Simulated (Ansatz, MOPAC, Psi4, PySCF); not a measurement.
Reaction (SMILES): CCCCl -> [CH2]CCl + [CH3] (CH3) (the C-C bond breaks)

Quantity: bond dissociation energy (enthalpy at 298 K), in kcal/mol. Conventions: no dispersion term unless named; PM7 with its own dispersion and hydrogen-bond terms; 6-31G* and kin with 6d, 5d where marked; non-relativistic; open shells spin-unrestricted; 6-311+G** with 5d, 6d on Na to Ar in Ansatz (a program for electronic structure); valence correlation only; spin-orbit terms left out. CBS marks a two-point X^-3 extrapolation of the correlation energy; Hartree-Fock from the larger set. [CCSD(T)-MP2]/basis is that difference in the basis named. Ab initio and DFT rows: single points at B3LYP-D3(BJ) geometries (Ansatz), with unscaled harmonic terms from B3LYP/6-31G* at its own minima. Semi-empirical rows: MOPAC heats of formation at their own minima for 298 K.

Coupled cluster (Ansatz) is a level with limits of its own, used here on species with T1 under 0.025 (0.045 for open shells) and stable references: RI-MP2/CBS(cc-pV(T+d)Z,cc-pV(Q+d)Z)+[CCSD(T)-MP2]/cc-pV(T+d)Z.

Value to compare with, RI-MP2/CBS(cc-pV(T+d)Z,cc-pV(Q+d)Z)+[CCSD(T)-MP2]/cc-pV(T+d)Z (Ansatz): 90.1 kcal/mol.

| level | program | bond dissociation energy (enthalpy at 298 K) (kcal/mol) | difference |
|---|---|---|---|
| PM3 | MOPAC | 67.2 | -22.9 |
| PM7 | MOPAC | 68.8 | -21.3 |
| HF/6-31G* | Ansatz | 61.6 | -28.5 |
| B3LYP/STO-3G | Ansatz | 109.9 | 19.8 |
| B3LYP/6-31G* | Ansatz | 85.2 | -4.9 |
| B3LYP/6-31+G* | Ansatz | 82.2 | -7.9 |
| B3LYP/6-31G** | Ansatz | 84.7 | -5.4 |
| PBE0/6-311+G** | Ansatz | 85.9 | -4.2 |
| M06-2X/6-311+G** | PySCF | 88.9 | -1.2 |
| wB97X-D/6-311+G** | Psi4 | 88.4 | -1.7 |
| MP2/3-21G | Ansatz | 83.1 | -7.0 |
| MP2/6-31G* | Ansatz | 92.5 | 2.4 |
| B3PW91/6-31G* (5d) | PySCF | 86.9 | -3.2 |
| B3LYP/def2-TZVPD | Ansatz | 80.9 | -9.2 |

Among the 13 habitual levels, HF/6-31G* lies farthest from RI-MP2/CBS(cc-pV(T+d)Z,cc-pV(Q+d)Z)+[CCSD(T)-MP2]/cc-pV(T+d)Z (Ansatz) (-28.5 kcal/mol); 2 of 13 lie above it, and their mean absolute difference is 10.0 kcal/mol, the median 5.4. One case shows no general order.

The levels are drawn from those run, B3LYP/6-31G* more often than the rest, none by its result; runs whose electronic state is in doubt are left out.
